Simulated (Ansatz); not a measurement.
**Which is lower?**

Two relaxed structures of CH₂AlSi, doublet (PBE0-D4/def2-TZVP; forces vanish, vibrations not checked).

A:

```xyz
5
angstrom
Al -0.9915 -0.0509 -0.3642
C 0.7889 0.0425 0.2767
Si -0.0031 -0.3056 1.7876
H -1.9795 0.0463 -1.5890
H 1.7505 0.2317 -0.1900
```

B:

```xyz
5
angstrom
Al -0.9194 -0.3919 1.6768
C -0.6782 -0.0479 -0.1701
Si 0.9819 0.0390 0.4244
H -1.1437 0.0662 -1.1446
H 2.1617 0.3253 -0.4637
```

Computed with Ansatz 0.2.0 (basis: def2-TZVPP); correlated methods freeze the cores; orbitals are unrestricted. B3LYP uses VWN-RPA correlation.

Which structure is lower at CCSD(T), and by how much? (An estimate is asked for; the value comes from the calculation.)

The calculation gives: A, by 8.46 kcal/mol (electronic energy, against the other). By their contacts, A is CH₂AlSi ([CH]1[AlH][Si]1) and B is CH₂AlSi ([CH]1[Al][SiH]1).

All methods give the same order:

| method | E(B) − E(A) (kcal/mol) |
| --- | --- |
| PBE-D4 | 6.37 |
| r2SCAN-D4 | 7.15 |
| PBE0-D4 | 7.19 |
| B3LYP-D4 | 7.86 |
| wB97M-V | 9.58 |
| HF | 9.50 |
| MP2 | 7.94 |
| CCSD | 9.26 |
| CCSD(T) | 8.46 |

No T1 diagnostic of these runs exceeds 0.029. ⟨S²⟩ of the unrestricted Hartree–Fock references: 0.80 to 0.81 (a pure state has 0.75). The unrestricted reference is spin-contaminated, which hurts MP2 most.

Labels in which every atom is bracketed show which atoms are joined, not bond orders.

For scale, one of the runs: CCSD(T)/def2-TZVPP, 143 basis functions, launched by `ansatz run in.yaml --threads 2 --pin off --events-out ev --progress --plain --max-ram 4352MiB`. The run took 30 s on 2 CPU threads of an Arm Neoverse V1 (shared host), with 1.6 GiB of host memory at its peak.
